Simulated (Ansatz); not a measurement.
This geometry of BHS (3 atoms, charge 0, multiplicity 1) is a first-order saddle point.

The calculation used Ansatz, RKS B3LYP/6-31G*.

```xyz
3
Properties=species:S:1:pos:R:3
B -0.156 -0.890 -0.047
S 0.308 0.621 -0.713
H -0.152 0.269 0.761
```

(1) Which two structures does it join? (They come from a converged band through this point; their orientation in space is the band's.)

(2) How far does it lie above each of them?

Answers

(1) Bonds broken: B1–H3. Bonds formed: S2–H3.

Image 0:

```xyz
3
Properties=species:S:1:pos:R:3
B -0.040 -0.015 0.138
S 0.401 0.148 -1.400
H -0.361 -0.133 1.262
```

Image 10:

```xyz
3
Properties=species:S:1:pos:R:3
B -0.118 -1.226 -0.430
S 0.228 0.583 -0.441
H -0.110 0.643 0.871
```

(2) 84.5 kcal/mol above the first and 12.8 kcal/mol above the second. This is the barrier of this one path; another mechanism may lie lower. The orbitals stay closed-shell, which can raise the energy where a bond breaks towards radicals; this wasn't checked here.

The run took 58 s on 1 CPU thread of a shared host.
